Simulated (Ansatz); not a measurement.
**Relaxing a trial structure of AlH3O2**

The starting geometry of this gas-phase triplet was optimised with GFN2-xTB as a singlet; its bonds are those of `[OH][AlH][OH]`.

```xyz
6

Al   -2.3113   -0.1221    1.3678
O    -2.5424    1.2212    2.2841
O    -0.9031   -0.6937    0.7449
H    -2.7163    1.9888    2.8094
H    -3.5323   -0.9276    1.0688
H    -0.1105   -1.0545    0.3760
```

Q: Where would you expect an optimisation with PBE0-D4/def2-SVP to take it?

A: It falls apart into AlH2O2 + H. Contacts that open: Al1–H5 (1.49 → 3.95 Å).

The energy falls by 3.51 eV over 17 steps:

```csv
step,E − E(last) (eV)
1,3.511
3,2.095
5,0.865
6,0.557
8,0.277
10,0.188
12,0.048
13,0.020
15,0.001
17,0.000
```

Final geometry (Å):

```xyz
6

Al   -1.4934    0.8593    1.0135
O    -2.4490    1.1724    2.3932
O    -0.8287   -0.7079    0.8839
H    -2.8651    2.0190    2.5652
H    -4.2050   -1.9432    1.6426
H    -0.2748   -0.9874    0.1526
```

The end wasn't checked by frequencies. Open shells are spin-unrestricted. The triplet needn't be the ground state. Run with Ansatz 0.2.0, 28 s on 2 threads of Arm Neoverse V2, with other jobs on the host.
